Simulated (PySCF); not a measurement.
Numbering as in the mapped SMILES `[CH3:1][CH2:2][P:3]1[CH:4]=[CH:5]1` (H(Xn): hydrogen on atom n).

- NMR shieldings at PBE0/pcSseg-1/GIAO
- coordinates at the GFN2-xTB level
- program: PySCF 2.14.0 with density-fitted response routines
- isolated molecule, equivalent nuclei averaged, single conformer, non-relativistic

References, each an isolated molecule treated in the same way: TMS for ¹³C and ¹H; H3PO4 for ³¹P.

```
      atoms  nucleus  count  δ (ppm)
      H(C1)       ¹H      3        ?
         C2      ¹³C      1     26.4
         P3      ³¹P      1   -210.6
H(C4)/H(C5)       ¹H      2        ?
      C4/C5      ¹³C      2    131.0
         C1      ¹³C      1      7.6
      H(C2)       ¹H      2     0.69
```

**Question.** Fill in the missing shifts.

**Answer.** 
- H(C4)/H(C5): 8.28 ppm, hydrogen on an alkene CH
- H(C1): 0.69 ppm, hydrogen on a methyl carbon

Shifts are as computed. Against solution values, carbons near 30 ppm lie about +3 ppm off and those near 130 ppm about +5 ppm. Of 1211 compounds with measured shifts, 218 miss one by over three times the rms of a fit or turn the order of signals round; such compounds aren't used in these exercises. Experimental scales use liquid or dissolved standards, which lie at an offset from isolated H3PO4.
